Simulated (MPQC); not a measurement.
# CH3BN− (SMILES [BH3-]C#N): levels of theory compared

We compute a comparison of 6 runs (HF/STO-3G, HF/3-21G, HF/def2-SVP, HF/def2-SVPD, PBE0/def2-SVP, MP2/6-311G**) of CH3BN−. 

Program for the calculation: MPQC 2.3.1.

## (1) Starting point

CH3BN−: 6 atoms, total charge -1, spin state singlet. As SMILES, `[BH3-]C#N`. The shape is that of a GFN2-xTB optimisation.

Bond lengths: B1–C2 1.555 Å, C2–N3 1.159 Å, B1–H4 1.224 Å, B1–H5 1.224 Å, B1–H6 1.225 Å. Angles: B1–C2–N3 180.0°, C2–B1–H4 108.7°, C2–B1–H5 108.7°, C2–B1–H6 108.6°, H4–B1–H5 110.3°, H4–B1–H6 110.3°, H5–B1–H6 110.3°.

## (2) Energy and forces at HF/STO-3G (run 1)

Contents of mol.in:

```
molecule<Molecule>: (
  symmetry = c1
  unit = angstrom
  { atoms geometry } = {
    B  [ -0.274220     0.361640    -0.245060 ]
    C  [ 0.552190    -0.729680     0.493070 ]
    N  [ 1.168130    -1.542260     1.043470 ]
    H  [ -1.344600    -0.122440    -0.588070 ]
    H  [ 0.356920     0.734400    -1.225380 ]
    H  [ -0.458410     1.298330     0.521960 ]
  }
)
basis<GaussianBasisSet>: (
  name = "STO-3G"
  molecule = $:molecule
  basisdir = "."
  puream = yes
)
mpqc: (
  checkpoint = no
  savestate = no
  restart = no
  do_energy = yes
  do_gradient = yes
  optimize = no
  mole<CLHF>: (
    molecule = $:molecule
    basis = $:basis
    total_charge = -1
    memory = 1000000000
    print_evals = yes
    print_npa = yes
    maxiter = 120
    value_accuracy = 1e-08
    guess_wavefunction<ExtendedHuckelWfn>: (
      molecule = $:molecule
      total_charge = -1
      multiplicity = 1
      basis<GaussianBasisSet>: (
        name = "STO-3G"
        molecule = $:molecule
      )
    )
  )
)
```

The basis set STO-3G is read from a file made from the Basis Set Exchange's data (not shown).

Command:

```sh
$ mpqc mol.in > mol.out
```

Log:

```text
MPQC: Massively Parallel Quantum Chemistry
[...]
  CLSCF::init: total charge = -1
[...]
  nbasis = 18
[...]
  iter     1 energy =  -99.2717972773 delta = 4.26236e-01
[...]
  LUMO is    12   A =   0.629129
  total scf energy = -117.1717950456
[...]
Value of the MolecularEnergy: -117.1717950456
  Gradient of the MolecularEnergy:
      1    0.0274369721
      2   -0.0366949187
      3    0.0243582143
      4   -0.0184735896
      5    0.0243921889
      6   -0.0165184330
      7    0.0045975668
      8   -0.0060409106
      9    0.0041187956
     10   -0.0255359828
     11   -0.0124581215
     12   -0.0078632805
[...]
      symmetry = c1
[...]
```

It took 0.18 s on 1 thread of Arm Neoverse V1, shared host.

## (3) Energy and forces at HF/3-21G (run 2)

Contents of job.in:

```
% emacs should use -*- KeyVal -*- mode
molecule<Molecule>: (
   symmetry = c1
   unit = bohr
   { atoms geometry } = {
      B  [ -0.51820070     0.68340056    -0.46309628 ]
      C  [ 1.04348787    -1.37889536     0.93176726 ]
      N  [ 2.20744578    -2.91444901     1.97187252 ]
      H  [ -2.54092575    -0.23137807    -1.11129124 ]
      H  [ 0.67448105     1.38781487    -2.31563260 ]
      H  [ -0.86626935     2.45348812     0.98636145 ]
   }
)
basis<GaussianBasisSet>: (
   name = "3-21G"
   molecule = $:molecule
   basisdir = "."
   puream = yes
)
mpqc: (
   checkpoint = no
   savestate = no
   restart = no
   do_energy = yes
   do_gradient = yes
   optimize = no
   mole<CLHF>: (
      molecule = $:molecule
      basis = $:basis
      total_charge = -1
      memory = 1000000000
      print_evals = yes
      print_npa = yes
      maxiter = 120
      value_accuracy = 1e-08
      guess_wavefunction<CLHF>: (
         molecule = $:molecule
         total_charge = -1
         memory = 1000000000
         value_accuracy = 1e-3
         basis<GaussianBasisSet>: (
            name = "STO-3G"
            molecule = $:molecule
         )
      )
   )
)
```

The basis set 3-21G is read from a file made from the Basis Set Exchange's data (not shown).

Command:

```sh
$ mpqc -o job.out job.in
```

Log:

```text
MPQC: Massively Parallel Quantum Chemistry
[...]
  LUMO is    12   A =   0.432386
  total scf energy = -118.0972836684
[...]
Value of the MolecularEnergy: -118.0972836684
  Gradient of the MolecularEnergy:
      1    0.0102526602
      2   -0.0138488305
      3    0.0090520534
      4   -0.0272452511
      5    0.0359409390
      6   -0.0243611916
      7    0.0137198483
      8   -0.0180692418
      9    0.0122719360
     10    0.0013328166
     11   -0.0011931223
     12    0.0010225516
[...]
      symmetry = c1
[...]
```

Run time: 0.66 s. Hardware: 1 thread of Arm Neoverse V1, shared host.

Runs 3 to 5 aren't shown in full; the table further down has their settings and results.

## (4) Energy and gradient at MP2/6-311G(d,p) (run 6)

Contents of input.in:

```
molecule<Molecule>: (
  symmetry = c1
  unit = angstrom
  { atoms geometry } = {
    B  [ -0.274220     0.361640    -0.245060 ]
    C  [ 0.552190    -0.729680     0.493070 ]
    N  [ 1.168130    -1.542260     1.043470 ]
    H  [ -1.344600    -0.122440    -0.588070 ]
    H  [ 0.356920     0.734400    -1.225380 ]
    H  [ -0.458410     1.298330     0.521960 ]
  }
)
basis<GaussianBasisSet>: (
  name = "6-311G**"
  molecule = $:molecule
  basisdir = "."
  puream = yes
)
mpqc: (
  checkpoint = no
  savestate = no
  restart = no
  do_energy = yes
  do_gradient = yes
  optimize = no
  mole<MBPT2>: (
    molecule = $:molecule
    basis = $:basis
    memory = 1000000000
    method = mp
    nfzc = 3
    reference<CLHF>: (
      molecule = $:molecule
      basis = $:basis
      total_charge = -1
      memory = 1000000000
      print_evals = yes
      maxiter = 120
      value_accuracy = 1e-08
      guess_wavefunction<CLHF>: (
        molecule = $:molecule
        total_charge = -1
        memory = 1000000000
        value_accuracy = 1e-3
        basis<GaussianBasisSet>: (
          name = "STO-3G"
          molecule = $:molecule
        )
      )
    )
  )
)
```

The basis set 6-311G** is read from a file made from the Basis Set Exchange's data (not shown).

Command:

```sh
$ mpqc input.in > input.out
```

Log:

```text
MPQC: Massively Parallel Quantum Chemistry
[...]
  LUMO is    12   A =   0.367798
  total scf energy = -118.8003286949
[...]
  MP2 correlation energy [au]:         -0.417038527588
  MP2 energy [au]:                   -119.217367222459
[...]
Value of the MolecularEnergy: -119.2173672225
  Gradient of the MolecularEnergy:
      1    0.0088276694
      2   -0.0119564505
      3    0.0077808314
      4    0.0131135499
      5   -0.0172991487
      6    0.0117067519
      7   -0.0239664527
      8    0.0316412658
      9   -0.0214069784
     10    0.0006777234
     11   -0.0008588409
     12    0.0006073161
[...]
        symmetry = c1
[...]
```

Run time: 31 s. Hardware: 1 thread of Arm Neoverse V1, shared host; peak memory 0.51 GiB.

## (5) Overview of the runs

```tsv
run	level	starting guess	integration grid	energy (Eh)	HOMO energy (eV)	LUMO energy (eV)	HOMO–LUMO gap (eV)	wall time
1	HF/STO-3G	huckel STO-3G	–	-117.171795	-2.95	17.12	20.07	0.18 s
2	HF/3-21G	STO-3G	–	-118.097284	-5.34	11.77	17.10	0.66 s
3	HF/def2-SVP	STO-3G	–	-118.677598	-5.68	10.97	16.65	4.2 s
4	HF/def2-SVPD	STO-2G	–	-118.686302	-5.91	5.82	11.73	16 s
5	PBE0/def2-SVP	STO-3G	xfine	-119.307330	-2.40	7.18	9.59	32 s
6	MP2/6-311G**	STO-3G	–	-119.217367	-5.75	10.01	15.76	31 s
```

## (6) Outcome

| quantity | value |
| --- | --- |
| run 6: total energy | -119.21737 Eh |
| run 6: HOMO energy (Hartree–Fock orbitals) | -5.75 eV |
| run 6: LUMO energy (Hartree–Fock orbitals) | 10.01 eV |
| run 6: HOMO–LUMO gap (to an unbound level, set by the basis) | 15.76 eV |
| run 6: correlation energy (3 core orbitals frozen) | -417.0 mEh |
| run 6: largest force on an atom | 2.319 eV/Å |

What this shows: Over runs 1, 2, 3, 4, 5 the HOMO–LUMO gap runs from 9.59 eV (PBE0/def2-SVP) to 20.07 eV (HF/STO-3G). The two ends differ in method and basis. The empty levels of an anion lie above zero and hang on the basis. In run 1 the basis is minimal, so the values are rough. All runs together took 84 s, the longest 32 s.
